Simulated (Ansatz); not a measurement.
## BH3Si2: where a starting geometry ends

The starting geometry of this gas-phase singlet was optimised with GFN2-xTB.

```yaml
atoms:
  - { symbol: B, position_ang: [-0.2652, -0.6343, -0.0051] }
  - { symbol: Si, position_ang: [-1.5919, -1.1953, -1.2375] }
  - { symbol: Si, position_ang: [0.0826, 1.1880, 0.1148] }
  - { symbol: H, position_ang: [0.3300, -1.4162, 0.6673] }
  - { symbol: H, position_ang: [1.0183, 1.9913, 0.9293] }
  - { symbol: H, position_ang: [-0.6158, 2.2324, -0.6858] }
```

Predict what it relaxes into with r2SCAN-D4/def2-SVP.

It rearranges to `B1[Si][SiH2]1`. Distances that change by over a tenth: B1–Si3 (1.86 → 2.10 Å). Contacts that close: Si2–Si3 (3.21 → 2.27 Å).

The energy falls by 0.63 eV over 15 steps:

| step | E − E(last) (eV) |
| --- | --- |
| 1 | 0.628 |
| 3 | 0.422 |
| 4 | 0.296 |
| 6 | 0.207 |
| 7 | 0.137 |
| 9 | 0.035 |
| 10 | 0.025 |
| 12 | 0.000 |
| 13 | 0.000 |
| 15 | 0.000 |

Final geometry (Å):

```xyz
6

B    -0.1492   -0.9536    0.1451
Si   -1.4317   -0.6043   -1.1472
Si   -0.2701    1.1122   -0.2201
H     0.6678   -1.2425    0.9763
H     0.8016    1.4015    0.7899
H    -0.6604    2.4526   -0.7609
```

Frequencies at the end are all real (lowest 262 cm⁻¹). Run with Ansatz 0.2.0, 99 s on 1 thread of Intel(R) Xeon(R) Processor @ 2.50GHz (Skylake/Cascade Lake) (shared host).
